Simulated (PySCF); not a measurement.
# Two probes of the same atoms: core binding energy and nuclear shielding

C4H4F2.
Cartesian coordinates in Å at the GFN2-xTB level; atoms count from 1:
```
atom  x, y, z in Å
C1     2.2114    0.4372   -0.4727
C2     1.1900    0.0808    0.0370
C3    -0.0601   -0.3449    0.6325
C4    -1.2395   -0.0143   -0.2770
F5    -2.3672   -0.6163    0.1792
F6    -1.4990    1.3140   -0.2815
H7     3.1140    0.7491   -0.9059
H8    -0.2060    0.1554    1.5938
H9    -0.0489   -1.4262    0.7926
H10   -1.0858   -0.3301   -1.3205
```

Binding energies: PySCF 2.14.0, delta-SCF UKS SCAN, pcX-2 on the ionised atom, pcseg-1 elsewhere, spin-free X2C. Shieldings: GIAO PBE0/pcSseg-1, non-relativistic, same geometry.

| atom | C 1s (eV) |
| --- | --- |
| C1 | 290.65 |
| C2 | 291.17 |
| C3 | 292.33 |
| C4 | 295.92 |

What are the absolute isotropic shieldings of these atoms?

```json
{"atom": "C1", "environment": "terminal alkyne carbon", "C 1s (eV)": "290.65", "isotropic shielding (ppm)": "107.7"}
{"atom": "C2", "environment": "alkyne carbon", "C 1s (eV)": "291.17", "isotropic shielding (ppm)": "105.6"}
{"atom": "C3", "environment": "propargylic carbon", "C 1s (eV)": "292.33", "isotropic shielding (ppm)": "158.2"}
{"atom": "C4", "environment": "CHF2 carbon", "C 1s (eV)": "295.92", "isotropic shielding (ppm)": "64.2"}
```

Among the listed atoms, is the one with the highest binding energy also the least shielded?

Yes: C4 has both (295.92 eV, 64.2 ppm).

By binding energy: C1 < C2 < C3 < C4. By shielding: C4 < C2 < C1 < C3.

The unrestricted hole states depart most from a pure doublet (⟨S²⟩ = 0.75; over 0.85 named) for C 1s of C2 (0.85), which makes this value less certain. Isolated species at its GFN2-xTB geometry (one conformer only).
